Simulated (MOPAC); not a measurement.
MOPAC input (AM1):

```
AM1 PRECISE GNORM=0.05 LET XYZ GEO-OK AUX(PRECISION=9) THREADS=1
C2H6S

C     1.52595049 1    0.66962465 1   -0.00514131 1
C     0.01306672 1    0.83177596 1    0.01107469 1
S    -0.76842299 1   -0.82795444 1   -0.00401662 1
H    -2.04530251 1   -0.41196503 1    0.01342695 1
H    -0.30620621 1    1.36414052 1    0.90638732 1
H    -0.32262366 1    1.38796375 1   -0.86351038 1
H     2.00875442 1    1.64843170 1    0.00355520 1
H     1.87121493 1    0.11325855 1    0.86772264 1
H     1.85482770 1    0.13703792 1   -0.89891611 1
```

Q: What heat of formation does the run end on?

A: -10.64 kcal/mol.
